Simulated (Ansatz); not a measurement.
H2As–AsH2⁺, doublet: the ladder up to UCCSDT(Q)

Geometry: that of the H2As–AsH2, singlet, kept fixed.

```yaml
atoms:
  - { symbol: As, position_ang: [0.0276, 0.0000, 1.2417] }
  - { symbol: As, position_ang: [0.0276, 0.0000, -1.2417] }
  - { symbol: H, position_ang: [-1.0276, 1.0883, 1.3713] }
  - { symbol: H, position_ang: [-1.0267, -1.0892, 1.3713] }
  - { symbol: H, position_ang: [-1.0276, 1.0883, -1.3713] }
  - { symbol: H, position_ang: [-1.0267, -1.0892, -1.3713] }
```

Basis cc-pVTZ; Ansatz 0.2.0. Correlated methods freeze the noble-gas cores and the filled d shells of p-block atoms, which leaves 13 electrons in 114 orbitals. R marks a restricted (for open shells ROHF) determinant, U an unrestricted one. No spin–orbit coupling is included, and no scalar relativity.

Full CI isn't at hand for all of this; UCCSDT(Q) serves as the reference, and is uncertain by the last step of the cluster series or more. The frozen core follows each run's orbitals, which can shift R against U totals by a few meV for light atoms and by up to 0.1 eV past Ca.

The UHF ⟨S²⟩ is 0.810. The T1 diagnostic (RCCSD) is 0.0306 and the largest doubles amplitude (RCCSD) is 0.075. The T1 diagnostic (UCCSD) is 0.0245.

```json
{"level": "UMP2", "E − E(UCCSDT(Q)) (kcal/mol)": "38.25", "wall time": "–"}
{"level": "UCCSD", "E − E(UCCSDT(Q)) (kcal/mol)": "8.73", "wall time": "–"}
{"level": "UCCSD(T)", "E − E(UCCSDT(Q)) (kcal/mol)": "1.52", "wall time": "15 s (H100)"}
{"level": "UCCSDT", "E − E(UCCSDT(Q)) (kcal/mol)": "0.38", "wall time": "–"}
```

Run but not shown, since their state, orbitals or frozen core can't be matched to the reference's or they repeat it: RHF, UHF, RMP2, RCCSD, RCCSD(T), BCCD(T), RCCSDT, RCCSDT(Q).

Times hold each run's SCF and search for its determinant on a shared host, so for small cases they say little of a method's own cost.
